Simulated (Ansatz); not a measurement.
# BNH (sextet): wave-function methods side by side, def2-TZVPP

The task here is to estimate one member of a computed series from the others.

Method: def2-TZVPP, core rule «outside noble gas», up to 2 orbitals frozen; program: Ansatz 0.2.0, Gaussian basis.

Plan: UHF; ROHF; CCSD(T) on UHF.

### The system

The geometry is a PBE0/def2-TZVP stationary point (not a proven minimum) of the parent state, kept for this charge and spin.

3 atoms, charge 0, spin multiplicity 6.

Atoms are counted from 1 here; the program's logs count them from 0.

Bond lengths: B1–N2 1.465 Å, N2–H3 1.030 Å. Angles: B1–N2–H3 111.7°.

Set-up of the first run:

in.yaml reads:

```yaml
crystal:
  periodic: [false, false, false]
  atoms:
    - {symbol: B, position_ang: [0.000000, 0.079752, 0.863775]}
    - {symbol: N, position_ang: [0.000000, -0.117617, -0.587927]}
    - {symbol: H, position_ang: [0.000000, 0.779045, -1.094669]}
basis:
  gaussian: {orbitals: def2-TZVPP}
magnetization: {spin_polarized: true, initial_magnetization: 5}
hamiltonian: {xc: hf}
output: {orbitals: {seedname: orbitals}}
```

Run with:

```
$ ansatz run in.yaml --threads 1 --pin off --events-out ev --progress --plain --max-ram 4096MiB --backend cpu
```

Among the steps run: UHF; ROHF; CCSD(T) on UHF.

One table of the session follows, with a row left open; its other results are not shown here.

| method | from UCCSD(T) (kJ/mol) |
| --- | --- |
| ROHF | +517.2 |
| UHF | ? |
| UMP2 | +77.3 |
| UCCSD | +13.0 |
| UCCSD(T) | 0 |

**Question.** Estimate the row for UHF.

The run gave: from UCCSD(T) (kJ/mol): +503.4. In the column «from UCCSD(T) (kJ/mol)» it lies between UMP2 (+77.3) and ROHF (+517.2).
